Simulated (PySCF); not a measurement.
## Spin states of BP

Unrestricted PBE0; basis B STO-3G, P STO-3G; no relativity; PySCF 2.14. Outer shells of the fragments: B 2s2 2p1; P 3s2 3p3.

Followed along the bond (rough minima from three points):

| 2Ms+1 | unpaired | ⟨S²⟩ at the start | R at minimum (Å) | Te (eV) |
| --- | --- | --- | --- | --- |
| 3 | σ ↑, π ↑ | 2.03 | 1.68 | 0.00 |
| 1 | σ ↓, π ↑ | 1.15 | 1.69 | 0.28 |
| 1 | none | 0.00 | 1.59 | 0.63 |
| 3 | π ↑↑ | 2.00 | 1.93 | 1.51 |
| 1 | π ↑↓ | 1.00 | 1.92 | 1.95 |

Solutions found at the starting distance of 1.880 Å, counted from the lowest of them; the search is not exhaustive and high or unbound solutions are not listed, so other states can lie among these:

| 2Ms+1 | unpaired | term | E (eV) | ⟨S²⟩ | ⟨Lz²⟩ | μ (D) |
| --- | --- | --- | --- | --- | --- | --- |
| 3 | σ ↑, π ↑ | ³Π | 0.00 | 2.03 | 1.03 | -0.28 |
| 1 | σ ↓, π ↑ | mixed | 0.19 | 1.15 | 1.00 | -0.37 |
| 3 | π ↑↑ | ³Σ⁻ | 0.90 | 2.00 | 0.00 | 1.66 |
| 1 | π ↑↓ | mixed | 1.34 | 1.00 | 2.00 | 1.78 |
| 1 | none | ¹Σ⁺ | 1.58 | 0.00 | 0.00 | -0.76 |
| 5 | σ ↑, π ↑↑↑ | ⁵Π | 2.05 | 6.00 | 1.00 | 0.39 |

A term symbol is given only where ⟨S²⟩ and ⟨Lz²⟩ are close to those of a pure state; real π, δ and φ orbitals otherwise mix terms. A positive dipole means B(−)P(+).

STO-3G is very small, so such numbers show the basis as much as the molecule.
